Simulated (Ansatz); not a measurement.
Two isomers of C4H6O: A = `C=CCC=O`, B = `CC1=C(O)C1`.

Calculated with Ansatz (gas phase, PBE0-D4/def2-TZVP geometries, no zero-point term in ΔE). CBS: MP2 limit from def2 TZ/QZ plus the TZ coupled-cluster correction, frozen cores. DFT in def2-TZVPP. B3LYP here is the variant with VWN-RPA as its local correlation; programs differ in this. One conformer a species, not always the lowest.

Problem. Which is lower in electronic energy at CCSD(T)/CBS, and by how much? (Best estimate.)

Solution. Ansatz gave: A, by 36.1 kcal/mol.

Problem. Give E(B) − E(A) in kcal/mol with ωB97M-V, B2PLYP, r2SCAN-D4, HF/def2-TZVPP, MP2/def2-TZVPP, CCSD/def2-TZVPP, B3LYP-D4. (An estimate is asked.)

Solution. Computed: ωB97M-V 34.6, B2PLYP 36.4, r2SCAN-D4 33.0, HF/def2-TZVPP 42.6, MP2/def2-TZVPP 33.2, CCSD/def2-TZVPP 37.1, B3LYP-D4 36.5. None reverses the order clearly.

Largest T1 diagnostic: 0.013.

In def2-TZVPP, CCSD(T) changes the Hartree–Fock value by −5.8 kcal/mol (the triples alone add −0.3 kcal/mol) and MP2 by −9.4 kcal/mol.
